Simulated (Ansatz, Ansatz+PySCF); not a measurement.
```xyz
4

C     0.0000    0.0000    0.0000
H     1.1924    0.0000    0.0000
H    -0.5962    1.0326    0.0000
H    -0.5962   -1.0326    0.0000
```

RHF-MP2 on singlet CH₃(+) was run in several spherical basis sets with Ansatz (development build ahead of 0.2.0). Frozen core: 1 orbital.

**Question.** Rank the basis sets by the total energy that they give, lowest first, with the distance from the lowest.
A. 6-31G(d)
B. cc-pVDZ
C. def2-TZVP
D. def2-SVP
E. cc-pVTZ

**Answer.** E (0.00 eV), C (0.18 eV), B (0.92 eV), A (1.51 eV), D (1.84 eV).

Totals follow the description of the cores as much as that of the bonds, so this order isn't one of quality for chemistry.
